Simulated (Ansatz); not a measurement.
**AlLiH2 (singlet): from Hartree-Fock to the top rungs at distance Al1–H3 = 1.824 Å, 6-31G**

How much of the correlation energy of AlLiH2 (singlet) does each wave-function method recover here?

The runs use Ansatz 0.2.0, Gaussian basis; 6-31G, core rule «outside noble gas», up to 6 orbitals frozen.

Plan: UHF; CCSD(T) on RHF; BCCD(T) on RHF; CISD; CCSDT(Q) on RHF; CISDTQ; CCSDTQ on RHF; CASSCF and MRCISD+Q, 2 electrons in 2 orbitals; CASSCF and NEVPT2, 2 electrons in 2 orbitals; Full CI.

52 further runs of the same task are left out: 33 for a known fault of the program, 12 that didn't finish, 7 set aside as unsound or not needed. Runs told in other sessions of the task aren't counted.

### Step 1. What is computed

The geometry derives from a PBE0/def2-TZVP stationary point (not a proven minimum). One bond is set to the value named and the two fragments are kept rigid.

4 atoms, charge 0, spin multiplicity 1.

Atoms are counted from 1 here; the program's logs count them from 0.

Bond lengths: Al1–H3 1.824 Å, Al1–H4 1.618 Å. Angles: H3–Al1–H4 107.9°.

### Step 2. UHF

The input, in.yaml:

```yaml
crystal:
  periodic: [false, false, false]
  atoms:
    - {symbol: Al, position_ang: [0.000000, -0.004673, 0.452825]}
    - {symbol: Li, position_ang: [0.000000, -0.004673, -2.185997]}
    - {symbol: H, position_ang: [0.000000, 1.469798, 1.526562]}
    - {symbol: H, position_ang: [0.000000, -1.312535, 1.405234]}
basis:
  gaussian: {orbitals: 6-31G}
magnetization: {spin_polarized: true, initial_magnetization: 0}
hamiltonian: {xc: hf}
output: {orbitals: {seedname: orbitals}}
```

On the command line:

```bash
$ ansatz run in.yaml --threads 1 --pin off --events-out ev --progress --plain --max-ram 2393MiB
```

The runs that follow: CCSD(T) on RHF; BCCD(T) on RHF; CISD; CCSDT(Q) on RHF; CISDTQ; CCSDTQ on RHF; CASSCF and MRCISD+Q, 2 electrons in 2 orbitals; CASSCF and NEVPT2, 2 electrons in 2 orbitals; Full CI.

Q: Predict the results of all the runs planned. Wanted: FCI from the RHF energy; RMP2 from FCI; RCCSD from FCI; RCCSD(T) from FCI; RCCSDT(Q) from FCI; NEVPT2 pair from FCI; MRCISD+Q pair from FCI; T1 diagnostic; effectively unpaired electrons.

The runs gave:

| quantity | value |
| --- | --- |
| FCI from the RHF energy | -1.7619 eV |
| RMP2 from FCI | +55.5 kJ/mol |
| RCCSD from FCI | +4.1 kJ/mol |
| RCCSD(T) from FCI | +1.4 kJ/mol |
| RCCSDT(Q) from FCI | +0.1 kJ/mol |
| NEVPT2 pair from FCI | +43.7 kJ/mol |
| MRCISD+Q pair from FCI | -1.1 kJ/mol |
| levels within 1 kcal/mol (43 meV) | RCCSD, RCCSD(T), BCCD(T), RCCSDT, CISDTQ, RCCSDT(Q), RCCSDTQ, MRCISD+Q pair |
| T1 diagnostic | 0.021 |
| effectively unpaired electrons | 0.06 |

RCCSD(T) misses by +1.4 kJ/mol, 0.8 % of the correlation energy. MRCISD+Q pair falls below full CI: the +Q correction isn't variational, and the cores differ from full CI's. One determinant dominates. Of the multireference levels listed MRCISD+Q pair comes nearest in total energy (-1.1 kJ/mol), which doesn't show that its space is the better one. These misses are within one basis, not against nature.
